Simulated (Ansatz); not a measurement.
Reaction (SMILES): N (NH3) + H+ → [NH4+]
B3LYP-D3(BJ)/def2-TZVP geometries, fixed; electronic energies without zero-point terms; positive where energy is released.

Effect of the final integration grid (spheres per factor e of radius in core and valence, angular degree) at PBE/cc-pVTZ with Ansatz (an electronic-structure program), against the last row, where the proton affinity is 213.54 kcal/mol. The default's grid is 13, 11, 36.

```csv
setting,largest shift of a total energy (mEh),shift of the proton affinity (kcal/mol)
accuracy: medium (default),0.000,0.000
"final_grid: 4, 3, 11",1.559,1.630
"final_grid: 6, 5, 17",0.110,0.093
"final_grid: 8, 7, 23",-0.024,0.018
"final_grid: 10, 9, 29",-0.002,0.001
"final_grid: 18, 15, 47",0.000,0.000
"final_grid: 26, 22, 59",0.000,0.000
```

Within 0.02 kcal/mol in the proton affinity: accuracy: medium (default); final_grid: 8, 7, 23; final_grid: 10, 9, 29; final_grid: 18, 15, 47. The largest shift is 1.559 mEh in a total energy and 1.630 kcal/mol in the difference.
